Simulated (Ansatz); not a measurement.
# The aluminium atom (doublet): from Hartree-Fock to the top rungs, cc-pV(T+d)Z

How much of the correlation energy of the aluminium atom (doublet) does each wave-function method recover here?

Program: Ansatz 0.2.0, Gaussian basis. Level of theory: cc-pV(T+d)Z, core rule «outside noble gas», up to 5 orbitals frozen. These are calculated values, not measurements.

Plan: UHF; CCSD(T) on ROHF; CCSD(T) on UHF; BCCD(T) on ROHF; CISD; CCSDT on ROHF; CCSDT on UHF; CASSCF and MRCISD+Q, 3 electrons in 4 orbitals; CASSCF and MRCISD+Q(relaxed), 3 electrons in 4 orbitals; CASSCF and NEVPT4(SD), 3 electrons in 4 orbitals; CASSCF and NEVPT2, 3 electrons in 4 orbitals; Full CI.

### 1 The atom

A free atom, in its lowest state of this spin that the program finds.

1 atom, charge 0, spin multiplicity 2.

### 2 UHF

in.yaml

```yaml
crystal:
  periodic: [false, false, false]
  atoms:
    - {symbol: Al, position_ang: [0.000000, 0.000000, 0.000000]}
basis:
  gaussian: {orbitals: "cc-pV(T+d)Z.json"}
magnetization: {spin_polarized: true, initial_magnetization: 1}
hamiltonian: {xc: hf}
output: {orbitals: {seedname: orbitals}}
```

Run with:

```
$ ansatz run in.yaml --threads 1 --pin off --events-out ev --progress --plain --max-ram 2393MiB
```

Further steps of the session: CCSD(T) on ROHF; CCSD(T) on UHF; BCCD(T) on ROHF; CISD; CCSDT on ROHF; CCSDT on UHF; CASSCF and MRCISD+Q, 3 electrons in 4 orbitals; CASSCF and MRCISD+Q(relaxed), 3 electrons in 4 orbitals; CASSCF and NEVPT4(SD), 3 electrons in 4 orbitals; CASSCF and NEVPT2, 3 electrons in 4 orbitals; Full CI.

**Question.** What will the summary of the whole plan be? Wanted: FCI below the RHF energy; RMP2 from FCI; UMP2 from FCI; RCCSD from FCI; RCCSD(T) from FCI; UCCSD(T) from FCI; NEVPT2 valence from FCI; NEVPT4(SD) valence from FCI; MRCISD+Q valence from FCI.

The runs gave:

```
                         quantity                                                                                                                         value
         FCI below the RHF energy                                                                                                                    -1.5409 eV
                    RMP2 from FCI                                                                                                                    +451.7 meV
                    UMP2 from FCI                                                                                                                    +457.5 meV
                   RCCSD from FCI                                                                                                                     +49.6 meV
                RCCSD(T) from FCI                                                                                                                     +13.2 meV
                UCCSD(T) from FCI                                                                                                                     +12.5 meV
          NEVPT2 valence from FCI                                                                                                                    +240.7 meV
      NEVPT4(SD) valence from FCI                                                                                                                     +27.8 meV
        MRCISD+Q valence from FCI                                                                                                                     -24.4 meV
levels within 1 kcal/mol (43 meV)  RCCSD(T), UCCSD(T), BCCD(T), RCCSDT, UCCSDT, NEVPT4(SD) valence, MRCISD valence, MRCISD+Q valence, MRCISD+Q(relaxed) valence
                    T1 diagnostic                                                                                                                         0.029
   effectively unpaired electrons                                                                                                                          1.07
```

RCCSD(T) misses by +13.2 meV, 0.9 % of the correlation energy. MRCISD+Q valence, MRCISD+Q(relaxed) valence fall below full CI: the +Q correction isn't variational, and the cores differ from full CI's. One determinant dominates. Of the multireference levels listed MRCISD+Q valence comes nearest in total energy (-24.4 meV), which doesn't show that its space is the better one. These misses are within one basis, not against nature; the frozen cores of restricted and unrestricted runs differ, which can shift their rows.
